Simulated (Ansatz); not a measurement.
## Palladium, fcc: convergence with cold smearing

Computed with Ansatz, LDA, scalar-relativistic PAW, on the relaxed cell (a = 3.842 Å; spin not included). Errors count from a run at 420 eV on a Γ-centred 23×23×23 mesh with Fermi-Dirac smearing of 0.1 eV, extrapolated to zero width. Fixed here: cutoff 420 eV, mesh 14×14×14. The SCF starts from atomic densities corrected by a trained network.

```json
{"width (eV)": "0.01", "E(σ→0) error (meV/atom)": "16.5", "F error (meV/atom)": "16.5", "P (GPa)": "-0.54", "SCF iterations": "5"}
{"width (eV)": "0.1", "E(σ→0) error (meV/atom)": "16.5", "F error (meV/atom)": "16.3", "P (GPa)": "-0.49", "SCF iterations": "5"}
{"width (eV)": "0.2", "E(σ→0) error (meV/atom)": "16.6", "F error (meV/atom)": "14.5", "P (GPa)": "-0.43", "SCF iterations": "5"}
{"width (eV)": "0.3", "E(σ→0) error (meV/atom)": "14.6", "F error (meV/atom)": "10.7", "P (GPa)": "-0.41", "SCF iterations": "5"}
{"width (eV)": "0.6", "E(σ→0) error (meV/atom)": "3.5", "F error (meV/atom)": "5.5", "P (GPa)": "-0.90", "SCF iterations": "5"}
{"width (eV)": "1.0", "E(σ→0) error (meV/atom)": "-8.1", "F error (meV/atom)": "30.1", "P (GPa)": "-2.66", "SCF iterations": "5"}
```

Q: What does the run at 0.03 give (width)?

A: E(σ→0) error (meV/atom): 16.4; F error (meV/atom): 16.4; P (GPa): -0.49; SCF iterations: 5.
